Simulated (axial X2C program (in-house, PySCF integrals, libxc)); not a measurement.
# Low determinants of Cl₂⁺ at the PBE0 level, 2c

Calculated with an in-house all-electron X2C program for linear molecules (integrals from PySCF). Two-component (2c) means X2C with spin–orbit coupling and atomic mean-field two-electron Coulomb and Gaunt terms. Basis: Cl dyall-av3z [9s8p3d2f] (cores contracted in-house); Gaussian nuclei, density fitting, unrestricted open shells. Masses: Cl 34.969 u.

Search at 1.901 Å (vertical energies from the lowest determinant):

```csv
ΔE (eV),state,electrons beyond evenly filled partner blocks,"electrons in ±ω = 1/2, 3/2, 5/2, 7/2"
0.00,Ω = 3/2,ω = 3/2,26 7 0 0
0.09,Ω = 1/2,ω = 1/2,25 8 0 0
3.75,Ω = 1/2,"2 × ω = -1/2, ω = 3/2",26 7 0 0
4.16,Ω = 1/2,ω = 1/2,27 6 0 0
4.25,Ω = 5/2,"2 × ω = 1/2, ω = 3/2",26 7 0 0
```

Lowest determinant, Ω = 3/2 (⟨Sz⟩ = 0.50, ⟨Lz⟩ = 1.00 at PBE0): Re = 1.898 Å, ωe = 667.4 cm⁻¹.

The determinant in row 2 of the search, Ω = 1/2 (⟨Sz⟩ = -0.50, ⟨Lz⟩ = 1.00 at PBE0), was followed along the bond at PBE0; measured from the minimum of the lowest determinant it gives:

Te = 0.090 eV (724 cm⁻¹), Re = 1.899 Å, ωe = 666.9 cm⁻¹.

Compare the bond of the determinant in row 2 with that of the lowest one.

At PBE0 its Re is 0.001 Å longer and its force constant, which goes as ωe², is 1.00 times that of the lowest determinant. T0 ≈ Te + Δωe/2 = 724 + (0) = 724 cm⁻¹.

The search compares states at one distance, so a state with another bond length can lie lower; it is not exhaustive and yields mostly the lowest determinant of each block pattern, so other components and higher states of one pattern are missing. These are energies of single determinants, not of spin-adapted states; PBE0 term energies can be off by some tenths of an eV, and the functional has no current term.
